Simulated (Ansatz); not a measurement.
One change: `C=CC` becomes `C=C[SiH3]`.

Ansatz, PBE0-D4/def2-TZVP geometries, multiplicity 1. 

```tsv
property	`C=CC`
vertical ionisation energy (CCSD(T)/CBS(def2)) / eV	10.08
LUMO energy (B3LYP/def2-TZVPP) / eV	0.20
HOMO energy (PBE0/def2-TZVPP) / eV	-7.37
LUMO energy (PBE0/def2-TZVPP) / eV	0.45
zero-point energy (PBE0-D4/def2-TZVP) / kJ/mol	209.3
HOMO–LUMO gap (ωB97M-V/def2-TZVPP) / eV	12.21
```

Q: Give the same properties after the change, and the shifts. (Best estimate.)

A: Ansatz gave: 
```json
{"property": "vertical ionisation energy (CCSD(T)/CBS(def2)) / eV", "`C=C[SiH3]`": "10.58", "shift": "0.50"}
{"property": "LUMO energy (B3LYP/def2-TZVPP) / eV", "`C=C[SiH3]`": "-0.70", "shift": "-0.90"}
{"property": "HOMO energy (PBE0/def2-TZVPP) / eV", "`C=C[SiH3]`": "-8.01", "shift": "-0.64"}
{"property": "LUMO energy (PBE0/def2-TZVPP) / eV", "`C=C[SiH3]`": "-0.48", "shift": "-0.93"}
{"property": "zero-point energy (PBE0-D4/def2-TZVP) / kJ/mol", "`C=C[SiH3]`": "175.4", "shift": "-33.9"}
{"property": "HOMO–LUMO gap (ωB97M-V/def2-TZVPP) / eV", "`C=C[SiH3]`": "11.89", "shift": "-0.32"}
```

With PBE0 the HOMO falls by 0.64 eV and the LUMO falls by 0.93 eV, so the gap narrows by about 0.29 eV. PBE moves the HOMO by -0.66 eV and ωB97M-V by -0.61 eV.

B3LYP here is the variant with VWN-RPA as its local correlation; programs differ in this.
